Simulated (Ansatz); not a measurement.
Geometry optimisation, Ansatz, RKS B3LYP/def2-SVP.

The input (input.yaml):

```yaml
crystal:
  periodic: [false, false, false]
  atoms:
    - { symbol: Si, position_ang: [0.440884, -0.277437, -0.462711] }
    - { symbol: "N", position_ang: [-0.265733, -0.199063, 2.474178] }
    - { symbol: H, position_ang: [-1.115194, -0.404807, 3.005197] }
    - { symbol: H, position_ang: [0.225206, 0.535794, 2.989217] }
    - { symbol: H, position_ang: [0.854056, -0.307741, -1.897713] }
    - { symbol: H, position_ang: [0.609348, 1.108201, 0.034418] }
    - { symbol: H, position_ang: [-0.941523, -0.800217, -0.360202] }
    - { symbol: Cl, position_ang: [1.807827, -1.586385, 0.493848] }
    - { symbol: H, position_ang: [0.342329, -1.038245, 2.537068] }
basis:
  gaussian: { orbitals: def2-SVP }
hamiltonian:
  xc: b3lyp
relax:
  f_tol: 0.03
  max_steps: 50
```

Launched with:

```bash
$ ansatz run input.yaml --threads 1 --pin off --max-ram 2048MiB --backend cpu --events-out ev --progress --plain --runs-dir out
```

Question: Where does it end, and by what steps?

Answer: The run converged. After 5 steps the energy has fallen by 0.025 eV; H9 moved furthest, 0.18 Å.

```json
{"step": "0", "energy less start (eV)": "0.0000", "largest force component (eV/Å)": "0.552", "accepted": "yes"}
{"step": "1", "energy less start (eV)": "-0.0170", "largest force component (eV/Å)": "0.327", "accepted": "yes"}
{"step": "2", "energy less start (eV)": "-0.0216", "largest force component (eV/Å)": "0.301", "accepted": "yes"}
{"step": "3", "energy less start (eV)": "-0.0227", "largest force component (eV/Å)": "0.263", "accepted": "yes"}
{"step": "4", "energy less start (eV)": "-0.0241", "largest force component (eV/Å)": "0.155", "accepted": "yes"}
{"step": "5", "energy less start (eV)": "-0.0254", "largest force component (eV/Å)": "0.018", "accepted": "yes"}
```

```xyz
9
Properties=species:S:1:pos:R:3
Si 0.472 -0.286 -0.500
N -0.245 -0.212 2.520
H -1.169 -0.371 2.925
H 0.180 0.540 3.066
H 0.788 -0.299 -1.960
H 0.657 1.096 0.001
H -0.905 -0.802 -0.319
Cl 1.871 -1.585 0.365
H 0.307 -1.049 2.715
```

Time of the run: 16 s on 1 thread of Arm Neoverse V2, with other jobs on the host, peak memory 0.15 GiB.
